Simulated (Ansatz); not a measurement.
# N2H (dinitrogen monohydride): UPBE0/def2-TZVPPD

What is the energy change on altering one bond length of N2H (dinitrogen monohydride) at UPBE0/def2-TZVPPD? 

Program for the calculation: Ansatz 0.2.0.

29 further runs of the same task are left out: 29 set aside as unsound or not needed.

### 1 The structure to begin with

N2H: 3 atoms, total charge 0, spin state doublet. SMILES: `[N]=N`. The shape is that of a PBE0-D4/def2-TZVP optimisation.

Bond lengths: N1–N2 1.165 Å, N2–H3 1.057 Å. Angles: N1–N2–H3 117.5°.

### 2 The energy at UPBE0/def2-TZVPPD

job.yaml

```yaml
crystal:
  periodic: [false, false, false]
  atoms:
    - {symbol: N, position_ang: [0.710530, -0.606720, 0.326180]}
    - {symbol: "N", position_ang: [-0.268660, -0.217710, -0.170100]}
    - {symbol: H, position_ang: [-0.441870, 0.824430, -0.156080]}
basis:
  gaussian: {orbitals: def2-TZVPPD.json}
accuracy: high
hamiltonian: {xc: pbe0}
output: {orbitals: {seedname: orbitals}}
magnetization: {spin_polarized: true, initial_magnetization: 1}
```

The basis set def2-TZVPPD is read from a file made from the Basis Set Exchange's data (not shown).

The run is started by

```sh
ansatz run job.yaml --threads 1 --pin off --max-ram 3480MiB --events-out events.jsonl --progress --plain --runs-dir runs
```

Log:

```text
Warning: RAYON_NUM_THREADS=1 ignored (pool sized by the plan → 1); use --threads N
Functional definition: PBE0
  name "PBE0"
  parameter a = 0.25
  parameter kappa = 0.804
  parameter beta = 0.06672455060314922
  exchange = (1 - a)*pbe_x(kappa = kappa, mu = beta*pi^2/3) + a*exact_x
  correlation = pbe_c(beta = beta)
1397 factors; integrals over basis functions are off by at most 3.2e-9 eV
mean field evaluation 1: about -2990.2476 eV, gradient 2.0e1 eV
mean field evaluation 2: about -2990.4310 eV, gradient 1.9e1 eV
mean field evaluation 4: about -2991.9619 eV, gradient 1.0e0 eV
mean field evaluation 8: about -2991.9651 eV, gradient 4.3e-2 eV
mean field evaluation 16: about -2991.9652 eV, gradient 1.7e-5 eV
mean field -2991.96515574 eV, -109.9526914468 hartree, gradient 3.2e-8 eV, S^2 0.756143; 0 other end points of the search recorded, 0 dependent functions left out
reference -2991.96515796 eV, -109.9526915282 hartree; 8, 7 occupied and 83, 84 virtual orbitals, 1397 factors
Total energy: -2991.96515796 eV, -109.9526915282 hartree
```

It took 3.9 s on 1 thread of Arm Neoverse V1, shared host; peak memory 0.22 GiB.

### 3 The distorted shape, same level

input.yaml

```yaml
crystal:
  periodic: [false, false, false]
  atoms:
    - {symbol: "N", position_ang: [1.885596, -1.073547, 0.921735]}
    - {symbol: N, position_ang: [-0.268660, -0.217710, -0.170100]}
    - {symbol: H, position_ang: [-0.441870, 0.824430, -0.156080]}
basis:
  gaussian: {orbitals: def2-TZVPPD.json}
accuracy: high
output: {orbitals: {seedname: orbitals}}
magnetization: {spin_polarized: true, initial_magnetization: 1}
hamiltonian: {xc: pbe0}
```

The basis set def2-TZVPPD is read from a file made from the Basis Set Exchange's data (not shown).

The run is started by

```sh
ansatz run input.yaml --threads 1 --pin off --max-ram 3480MiB --events-out events.jsonl --progress --plain --runs-dir runs
```

Log, shortened:

```text
Warning: RAYON_NUM_THREADS=1 ignored (pool sized by the plan → 1); use --threads N
[... 7 set-up lines as earlier in the session ...]
1327 factors; integrals over basis functions are off by at most 3.4e-9 eV
mean field evaluation 1: about -2953.3482 eV, gradient 6.7e1 eV
mean field evaluation 2: about -2750.2774 eV, gradient 1.6e2 eV
mean field evaluation 4: about -2977.5878 eV, gradient 3.0e1 eV
mean field evaluation 8: about -2983.8159 eV, gradient 7.3e0 eV
mean field evaluation 16: about -2985.8299 eV, gradient 4.0e-2 eV
mean field evaluation 32: about -2985.8299 eV, gradient 2.4e-8 eV
mean field evaluation 64: about -2984.7396 eV, gradient 1.1e-1 eV
mean field -2985.82991207 eV, -109.7272254003 hartree, gradient 2.4e-8 eV, S^2 2.661511; 2 other end points of the search recorded, 0 dependent functions left out
reference -2985.82991436 eV, -109.7272254845 hartree; 8, 7 occupied and 83, 84 virtual orbitals, 1327 factors
Total energy: -2985.82991436 eV, -109.7272254845 hartree
```

Wall time 9.9 s (1 thread of Arm Neoverse V1, shared host); peak memory 0.25 GiB.

### 4 Summary of results

At UPBE0/def2-TZVPPD:

```
                                                         quantity          value
                                        first shape: total energy  -109.95269 Eh
                  first shape: HOMO energy (highest over α and β)       -6.31 eV
                   first shape: LUMO energy (lowest over α and β)       -1.61 eV
                                                first shape: ⟨S²⟩          0.756
                                    distorted shape: total energy  -109.72723 Eh
              distorted shape: HOMO energy (highest over α and β)       -9.37 eV
               distorted shape: LUMO energy (lowest over α and β)       -2.60 eV
                                            distorted shape: ⟨S²⟩          2.662
energy change with the N1–N2 bond stretched from 1.165 to 2.562 Å       6.135 eV
```

With the N1–N2 bond stretched from 1.165 to 2.562 Å the energy rises by 6.14 eV (592 kJ/mol). ⟨S²⟩ (distorted shape) is 2.66 where a pure doublet has 0.75: the reference is spin-contaminated.
